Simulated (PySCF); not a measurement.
O₂S, SMILES S(=O)=O. The structure is a stationary point at PBE-D3(BJ)/def2-TZVP.

Computed equilibrium geometry at PBE-D3(BJ)/def2-TZVP (PySCF confirms it by a frequency run) as bond lengths and angles, and its point group:
point group C2v.
Atoms: O1 S2 O3. Bonded distances (Å): O1–S2 1.457, S2–O3 1.457. Bond angles (°): O1–S2–O3 119.0.
Charge 0, spin multiplicity 1.
